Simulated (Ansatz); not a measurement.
Two structures, one formula

The two ends of one reaction step of Si$_{2}$H$_{7}$F, singlet (PBE0-D4/def2-TZVP).

A:

```xyz
10
angstrom
Si -1.2618 -0.0102 0.0376
H -1.1050 -1.0696 -1.0117
H -2.0818 1.0673 -0.5744
H -2.0205 -0.6344 1.1524
Si 0.8137 0.7976 0.7602
H 0.5097 -1.5000 -1.5053
F 1.4228 -1.5916 -1.6350
H 0.5622 1.8339 1.7977
H 1.6129 -0.3035 1.3533
H 1.5478 1.4105 -0.3748
```

B:

Si1  (-0.902, 0.643, -0.583)
H2  (-0.082, -3.050, -0.077)
H3  (-1.324, 1.980, -1.077)
H4  (-2.049, 0.001, 0.110)
Si5  (0.964, 0.809, 0.823)
H6  (-0.136, -2.700, -0.734)
F7  (-0.542, -0.255, -1.868)
H8  (0.599, 1.683, 1.972)
H9  (1.361, -0.527, 1.337)
H10  (2.110, 1.418, 0.098)
(Å)

Ansatz 0.2.0; basis: def2-TZVPP; cores frozen in the correlated methods. B3LYP uses VWN-RPA correlation.

(1) Which structure is lower at CCSD(T), and by how much? (To be estimated.)

No T1 diagnostic of these runs exceeds 0.012.

Answers

(1) The calculation gives: B, by 21.26 kcal/mol (electronic energy, against the other). By their contacts, A is a complex of Si₂H₆ ([SiH3][SiH3]) + HF and B is a complex of Si₂H₅F ([F][SiH2][SiH3]) + H₂.

All methods give the same order:

```
      method  E(B) − E(A) (kcal/mol)
       SPW92                  -17.21
      PBE-D4                  -19.44
     BLYP-D4                  -22.47
   r2SCAN-D4                  -22.34
      B97M-V                  -22.29
     PBE0-D4                  -19.55
    B3LYP-D4                  -22.35
  r2SCAN0-D4                  -21.72
    BHLYP-D4                  -22.97
CAM-B3LYP-D4                  -22.67
     wB97X-V                  -22.03
     wB97M-V                  -22.00
      B2PLYP                  -22.72
    PBE-QIDH                  -20.83
  RPA on PBE                  -21.81
          HF                  -24.56
         MP2                  -22.41
        CCSD                  -21.43
     CCSD(T)                  -21.26
```

Labels in which every atom is bracketed show which atoms are joined, not bond orders.

For scale, one of the runs: CCSD(T)/def2-TZVPP, 213 basis functions (an equivalent command: `ansatz run in.yaml --threads 4`). The run took 65 s on 4 CPU threads (shared host), with 2.8 GiB of host memory at its peak.
